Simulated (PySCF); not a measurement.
Isomers of C4H4N2, mass 80.037 u with the commonest isotopes. The calculation used PBE0/def2-SVPD in PySCF (dipole) on a GFN2-xTB geometry, gas phase. One conformer each, none proved a minimum here; rigid rotors.

**Question.** Order these by radius of gyration √(Σ m r²/M), largest first.
A. `[N:1]#[C:2][CH2:3][CH2:4][C:5]#[N:6]` with C2–C3–C4–C5 180°
B. pyrazine (`c1nccnc1`)
C. `[N:1]#[C:2][CH2:3][C@H:4]1[CH:5]=[N:6]1` with C2–C3–C4–C5 86°

**Answer.** A (2.083 Å), C (1.820 Å), B (1.421 Å).

**Question.** Order these by rotational constant C, smallest first.
A. `[N:1]#[C:2][CH2:3][CH2:4][C:5]#[N:6]` with C2–C3–C4–C5 180°
B. `[N:1]#[C:2][CH2:3][C@H:4]1[CH:5]=[N:6]1` with C2–C3–C4–C5 86°
C. pyrazine, `n1ccncc1`

**Answer.** A (1469 MHz), B (1970 MHz), C (3129 MHz).

**Question.** Order these by dipole moment, largest first.
A. pyrazine, `c1cnccn1`
B. `[N:1]#[C:2][CH2:3][C@H:4]1[CH:5]=[N:6]1` with C2–C3–C4–C5 86°
C. pyridazine (`c1ccnnc1`)

**Answer.** C (4.17 D), B (2.12 D), A (0.00 D).

| SMILES | point group | Ia (u·Å²) | Ib (u·Å²) | Ic (u·Å²) | κ | μa (D) | μb (D) | μc (D) |
| --- | --- | --- | --- | --- | --- | --- | --- | --- |
| c1cnccn1 | D2h | 78.05 | 83.47 | 161.53 | 0.75 | 0.00 | 0.00 | 0.00 |
| c1ccnnc1 | C2v | 79.67 | 82.78 | 162.45 | 0.85 | 4.17 | 0.00 | 0.00 |
| N#CC[C@H]1C=N1 | C1 | 39.70 | 233.98 | 256.52 | -0.96 | 2.09 | 0.22 | 0.25 |
| N#CCCC#N | C2h | 19.93 | 330.36 | 343.94 | -0.99 | 0.00 | 0.00 | 0.00 |
